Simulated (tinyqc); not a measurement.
Worked calculation: RKS/B3LYP (VWN-RPA form) in the sto-6g basis, for H2O, spin multiplicity 1. Computed by tinyqc, a small Python program that keeps every step (integrals from PySCF). Settings: charge = 0, multiplicity = 1, basis = sto-6g, energy threshold = 1e-09, iteration cap = 73, orthogonalisation = symmetric, start = atomic densities, DIIS depth = 0, method = RKS, functional = b3lyp, grid = [10, 86]. Command: `OMP_NUM_THREADS=1 python tinyqc.py 30472 30473 out.jsonl` (the two numbers bound the seeds that draw the settings). One thread of a shared host (Intel(R) Xeon(R) Processor @ 2.60GHz), about 1 s of CPU time with the checks.

Geometry (angstrom):
```
atom,x,y,z
O,0.000000,0.000000,0.000000
H,0.000000,0.802000,0.749000
H,0.000000,-0.782000,0.730000
```

Stop when the energy changes by less than 1e-09 hartree and every element of the error matrix X^T (F D S - S D F) X is below 9e-06.

Course of the cycle:
```
iteration,E (hartree),change,largest element of the error matrix
1,-76.48769622,-,1.02e+00
2,-75.99846036,4.89e-01,2.16e-01
3,-75.99206626,6.39e-03,2.21e-01
4,-75.98735242,4.71e-03,2.30e-01
5,-75.97722471,1.01e-02,2.45e-01
6,-75.97251398,4.71e-03,2.53e-01
7,-75.96083234,1.17e-02,2.68e-01
8,-75.95655481,4.28e-03,2.74e-01
9,-75.94349462,1.31e-02,2.90e-01
10,-75.94012251,3.37e-03,2.95e-01
11,-75.92596537,1.42e-02,3.10e-01
12,-75.92394975,2.02e-03,3.13e-01
13,-75.90903315,1.49e-02,3.28e-01
14,-75.90872652,3.07e-04,3.29e-01
...,...,...,...
60,-75.83735855,-1.36e-02,3.92e-01
61,-75.82369271,1.37e-02,4.03e-01
62,-75.83733306,-1.36e-02,3.92e-01
63,-75.82366888,1.37e-02,4.03e-01
64,-75.83731425,-1.36e-02,3.92e-01
65,-75.82365130,1.37e-02,4.03e-01
66,-75.83730038,-1.36e-02,3.92e-01
67,-75.82363833,1.37e-02,4.03e-01
68,-75.83729016,-1.37e-02,3.92e-01
69,-75.82362877,1.37e-02,4.03e-01
70,-75.83728261,-1.37e-02,3.92e-01
71,-75.82362171,1.37e-02,4.03e-01
72,-75.83727705,-1.37e-02,3.92e-01
73,-75.82361651,1.37e-02,4.03e-01
```

Can the last value be used, and what does the course show?

Not by the stop rule. Not converged within the cap of 73 iterations: the residual has stopped falling: the iteration swings between two states. Reruns (cap 100 unless said): DIIS 8: converged in 8; damping 0.5: converged in 30; level shift 0.5: converged in 13; atomic densities as start, DIIS 8: converged in 8; the original settings with a cap of 400: not converged. PySCF RKS in the same basis, fine grid = -76.04008185 hartree, which differs from a converged run on this coarse grid by the grid error.
